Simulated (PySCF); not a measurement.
## Nitrogen: a sound run and one with changed settings

Sound run: N [He] 2s2 2p3, N⁺ [He] 2s2 2p2. All numbers are calculated (PySCF 2.14, scalar relativity by spin-free X2C-1e, in aug-cc-pVDZ-DK). In the sound run the correlated levels freeze 1s2. The sound run starts from symmetry-adapted Hartree-Fock orbitals and uses a fine grid where one is needed.

Changed run: basis STO-3G, all-electron and non-relativistic. This setting is unsound on purpose.

```tsv
species	method	sound run (hartree)	changed run (hartree)	converged
N	UHF	-54.42233	-53.71901	yes
N	LDA	-54.14947	-53.40704	yes
N	BP86	-54.61294	-53.87482	yes
N	MP2	-54.49735	-53.71901	yes
N⁺	UHF	-53.91069	-53.24264	yes
N⁺	LDA	-53.59778	-52.91058	yes
N⁺	BP86	-54.06967	-53.38104	yes
N⁺	MP2	-53.96554	-53.25331	yes
N⁺	CCSD(T)	-53.98878	-53.26332	yes
```

Ionisation energy of N:

```tsv
method	sound run (eV)	changed run (eV)
UHF	13.922	12.963
LDA	15.012	13.509
BP86	14.783	13.436
MP2	14.471	12.672
SCS-MP2	14.253	12.614
```

A minimal basis cannot let orbitals breathe on ionisation and holds almost no correlation. The Hamiltonian changed with the basis, so the totals do not compare.

For comparison, NIST gives 14.534 eV between the lowest levels.
